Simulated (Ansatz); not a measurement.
Process, species as SMILES: CCl (CH3-Cl) → [CH2]Cl (CH2-Cl) + H atom
B3LYP-D3(BJ)/def2-TZVP geometries, fixed; electronic energies without zero-point terms.
Largest species:
```xyz
5

C      0.0082     0.0133    -1.1337
Cl    -0.0048    -0.0077     0.6605
H      0.0175     1.0478    -1.4634
H      0.8997    -0.5040    -1.4752
H     -0.8852    -0.4920    -1.4879
```

Basis-set convergence of the bond dissociation energy at wB97M-V with Ansatz (a program for electronic structure). Cartesian d functions, on some or all atoms, in 6-31G*, 6-31+G*, 6-31G**, 6-311G**, 6-311+G**; all else is spherical. The program fits the integrals of some runs and decomposes those of others, by size. Open shells are unrestricted. The functional holds VV10 correlation; no added dispersion term, no relativity. Functions are those of the species that has most. Reference: the value in pcseg-4, 106.44 kcal/mol, itself unsure by roughly 0.03 kcal/mol (its mean distance from aug-pcseg-3, aug-cc-pV(Q+d)Z, cc-pV(5+d)Z). Deviations are taken from unrounded values.

```tsv
basis	functions
STO-3G	17
3-21G	28
6-31G	28
6-31G*	40
6-31+G*	48
6-31G**	49
6-311G**	63
6-311+G**	71
6-311++G(2d,2p)	92
6-311++G(3df,3pd)	140
```

Problem. Which is the smallest Pople set listed that can be trusted to 1 kcal/mol here, that is, within that of the reference together with its larger relatives (same family, alike in diffuse functions; a set with none to test it counts only in the reference's own line)?

Solution. The smallest set listed that lies within 1 kcal/mol of the reference with all its larger relatives (same family, alike in diffuse functions; a set with none counts only in the reference's own line) is 6-311+G** (71 functions, 0.77 kcal/mol off). Value minus reference: STO-3G 36.47, 3-21G 11.08, 6-31G 6.93, 6-31G* 3.18, 6-31+G* 2.28, 6-31G** 3.70, 6-311G** 1.47, 6-311+G** 0.77, 6-311++G(2d,2p) 0.85, 6-311++G(3df,3pd) 0.22 kcal/mol.
